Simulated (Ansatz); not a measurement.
```yaml
crystal:
  periodic: [false, false, false]
  atoms:
    - {symbol: N, position_ang: [-0.669951, -0.003007, -0.297664]}
    - {symbol: N, position_ang: [0.669951, 0.003007, 0.297664]}
    - {symbol: H, position_ang: [-1.145438, 0.811559, 0.089286]}
    - {symbol: H, position_ang: [-1.140337, -0.818153, 0.094267]}
    - {symbol: H, position_ang: [1.140337, 0.818153, -0.094267]}
    - {symbol: H, position_ang: [1.145438, -0.811559, -0.089286]}
basis:
  gaussian: {orbitals: def2-TZVP}
hamiltonian: {xc: pbe0}
relax: {f_tol: 0.004, max_steps: 80}
```

```sh
$ ansatz run in.yaml --threads 1 --pin off --events-out ev --progress --plain --max-ram 2176MiB
```

Steps of the relaxation (energy above the last step; positions in Å, forces in eV/Å):

```
6
step 1, 19.8 meV
N    -0.670   -0.003   -0.298    0.206    0.000   -0.240
N     0.670    0.003    0.298   -0.206    0.000    0.240
H    -1.145    0.812    0.089    0.067   -0.298    0.093
H    -1.140   -0.818    0.094    0.065    0.299    0.091
H     1.140    0.818   -0.094   -0.065   -0.299   -0.091
H     1.145   -0.812   -0.089   -0.067    0.298   -0.093
```

```
6
step 2, 2.5 meV
N    -0.662   -0.003   -0.310    0.081    0.000   -0.126
N     0.662    0.003    0.310   -0.081    0.000    0.126
H    -1.138    0.799    0.093   -0.047   -0.070    0.052
H    -1.133   -0.806    0.098   -0.047    0.070    0.052
H     1.133    0.806   -0.098    0.047   -0.070   -0.052
H     1.138   -0.799   -0.093    0.047    0.070   -0.052
```

```
6
step 3, 0.1 meV
N    -0.660   -0.003   -0.315    0.022    0.000   -0.046
N     0.660    0.003    0.315   -0.022    0.000    0.046
H    -1.141    0.792    0.095   -0.013    0.025    0.017
H    -1.136   -0.798    0.100   -0.013   -0.025    0.018
H     1.136    0.798   -0.100    0.013    0.025   -0.018
H     1.141   -0.792   -0.095    0.013   -0.025   -0.017
```

```
6
step 5, 0.0 meV
N    -0.660   -0.003   -0.316   -0.003    0.000   -0.001
N     0.660    0.003    0.316    0.003    0.000    0.001
H    -1.141    0.792    0.096    0.001    0.000    0.000
H    -1.136   -0.799    0.101    0.001    0.000    0.000
H     1.136    0.799   -0.101   -0.001    0.000    0.000
H     1.141   -0.792   -0.096   -0.001    0.000    0.000
```

Close pairs at the end: N1–H4 1.016 Å, N2–H5 1.016 Å, N1–H3 1.016 Å, N2–H6 1.016 Å, N1–N2 1.463 Å.

A stationary point of restricted PBE0 after 5 steps (its stability towards spin polarisation wasn't tested); no frequencies were run, so it isn't proven a minimum. 3.7 s on 1 thread of Intel Xeon 6975P-C, shared host.
